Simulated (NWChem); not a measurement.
# Polarisability of FLi

```xyz
2

Li     0.0000     0.0000    -1.1467
F      0.0000     0.0000     0.3822
```
Charge 0, spin multiplicity 1.

Everything below was run with NWChem. Structure: optimised with B3LYP/def2-SVP, a minimum by its harmonic frequencies.

Basis set: aug-cc-pVDZ. Static limit.

B3LYP has NWChem's definition, with VWN1-RPA local correlation. The structure started from a generated list of species.

Q: One of these methods gave an isotropic polarisability of 11.39 bohr³. Which?
A. HF
B. PBE
C. LDA (SVWN5)
D. B3LYP

A: B, PBE. The others give 11.13 (LDA (SVWN5)), 6.79 (HF), 9.91 (B3LYP).
